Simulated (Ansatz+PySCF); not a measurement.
# singlet HF: levels of theory in one basis

```json
{"atom": "H", "x (Å)": "0.0000", "y (Å)": "0.0000", "z (Å)": "-1.6978"}
{"atom": "F", "x (Å)": "0.0000", "y (Å)": "0.0000", "z (Å)": "0.1886"}
```

Basis set: 6-31G (spherical functions). Correlated methods keep 1 orbital frozen. Charge 0, multiplicity 1.

Computed with Ansatz (development build ahead of 0.2.0) and PySCF 2.14.0; each method stands on the lowest determinant of its kind that the runs found.

| method | E − E(RHF) (eV) | <S²> of the determinant |
| --- | --- | --- |
| RHF | 0.00 | – |
| UHF | -2.64 | 0.90 |
| RHF-MP2 | -4.94 | – |
| UHF-MP2 | -4.93 | 0.90 |
| RHF-CCSD | -5.50 | – |
| UHF-CCSD | -5.51 | 0.90 |
| RHF-CCSD(T) | -5.69 | – |
| UHF-CCSD(T) | -5.63 | 0.90 |
| full CI (lowest root of this spin) | -5.68 | – |

At such a shape the full CI root can have another spatial symmetry than the determinants, so the rows needn't describe one state.

Question: Is a single determinant a sound starting point here?

Answer: It is doubtful. Unrestricted orbitals lower Hartree–Fock by 2.64 eV and <S²> is 0.90 where a pure state has 0.00, a sign of strong static correlation.

Caution for RHF, RHF-MP2, RHF-CCSD, RHF-CCSD(T): an unrestricted determinant lies well below. Caution for UHF, UHF-MP2, UHF-CCSD, UHF-CCSD(T): the unrestricted determinant is a mixture of spin states. Caution for RHF-MP2, UHF-MP2, RHF-CCSD, UHF-CCSD, RHF-CCSD(T), UHF-CCSD(T): large amplitudes, a single reference is doubtful. Caution for UHF-MP2, UHF-CCSD, UHF-CCSD(T): a plain start can end on a higher determinant. Caution for RHF-CCSD, RHF-CCSD(T): the amplitudes may be one of several solutions. Caution for UHF-CCSD(T): another reference gives a lower total.
